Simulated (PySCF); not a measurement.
# Complexes of formaldehyde

Gas-phase complexes of formaldehyde, each in one structure from a short search with a few starts, optimised by PBE0-D3(BJ)/def2-SVPD or PBE0-D3(BJ)/def2-TZVPD; other ways of binding may lie lower. Energies in kcal/mol, CCSD(T) at its estimated basis limit, counterpoise-corrected (PySCF): interaction is complex less parts frozen as they stand in it. Contacts are written partner···formaldehyde; electrostatic, Pauli and orbital are terms of the uncorrected MP2 energy, whose rest is dispersion or correlation. The CCSD(T) estimate is Hartree-Fock/aug-cc-pVQZ, plus the MP2 correlation part extrapolated as X⁻³ from aug-cc-pVTZ and aug-cc-pVQZ, plus CCSD(T) less MP2 in aug-cc-pVDZ; noble-gas cores are frozen. It isn't the exact limit.

2 other partners are left out, for which the search missed the form known or expected to bind best.

Frequency runs check only 1 of the 5 structures; these show no clear imaginary mode. 2 further partners within 0.25 kcal/mol of a listed one are not ranked.

Task: Order these partners of formaldehyde by interaction energy, strongest first: sulfur dioxide, hydrogen sulfide, ethylene, phosphine, fluoromethane.

Result: sulfur dioxide (-5.4), fluoromethane (-3.0), hydrogen sulfide (-1.8), phosphine (-1.4), ethylene (-0.9).
```
         partner  contact  distance (Å)  interaction  electrostatic  Pauli  orbital
  sulfur dioxide    S···O          2.58         -5.4          -15.2   19.7     -7.7
   fluoromethane    F···C          2.83         -3.0           -4.1    3.3     -0.9
hydrogen sulfide    S···C          3.32         -1.8           -3.5    4.3     -1.0
       phosphine    P···C          3.71         -1.4           -2.0    2.1     -0.4
        ethylene    H···O          2.62         -0.9           -0.9    1.0     -0.3
```
